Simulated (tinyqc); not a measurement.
Worked calculation: Hueckel theory of the pi electrons, for the molecule [CH2]C=C (SMILES; centres numbered as the heavy atoms are written). Computed by tinyqc, a small Python program that keeps every step. Settings: charge = 0. Command: `OMP_NUM_THREADS=1 python tinyqc.py 23075 23076 out.jsonl` (the two numbers bound the seeds that draw the settings). One thread of a shared host (Intel(R) Xeon(R) Processor @ 2.60GHz), about 0.01 s of CPU time with the checks.

## The Hueckel matrix

Centres:
```
centre  z_r, pi electrons of the neutral centre         h
1C                                            1  0.000000
2C                                            1  0.000000
3C                                            1  0.000000
```

Bonds:
```
i  j  k
1  2  1
2  3  1
```

H_rr = alpha + h_r beta, H_rs = k_rs beta for bonded centres.

Hueckel matrix in units of beta (H = alpha + beta A):
```
          1C        2C        3C
1C  0.000000  1.000000  0.000000
2C  1.000000  0.000000  1.000000
3C  0.000000  1.000000  0.000000
```

## Orbitals

pi electrons, sum of z_r less the charge = 3

Diagonalise; E = alpha + x beta with beta < 0, so the largest x are filled first; degenerate levels share their electrons. P = sum n_i c_ri c_si; each orbital has its largest coefficient positive (the first on a tie).

x values: 1.414214  0.000000  -1.414214

occupations: 2.000000  1.000000  0.000000

coefficients:
```
         MO1        MO2        MO3
1C  0.500000   0.707107  -0.500000
2C  0.707107   0.000000   0.707107
3C  0.500000  -0.707107  -0.500000
```

charge and bond-order matrix P:
```
          1C        2C        3C
1C  1.000000  0.707107  0.000000
2C  0.707107  1.000000  0.707107
3C  0.000000  0.707107  1.000000
```

## Energy, charges, bond orders

E = sum n x; q_r = z_r - P_rr; bond order p = P_rs; free valence = sqrt(3) - sum of p over the bonds of the atom.

pi energy = 3 alpha + this times beta = 2.828427

pi charges: 1C 0.000000, 2C 0.000000, 3C 0.000000

Bond orders and lengths from R = 1.517 - 0.180 p (angstrom, C-C alone):
```
bond         p         R
1-2   0.707107  1.389721
2-3   0.707107  1.389721
```

free valence of the carbons: 1C 1.024944, 2C 0.317837, 3C 1.024944

gap between the highest filled and the next level = 1.414214 |beta|
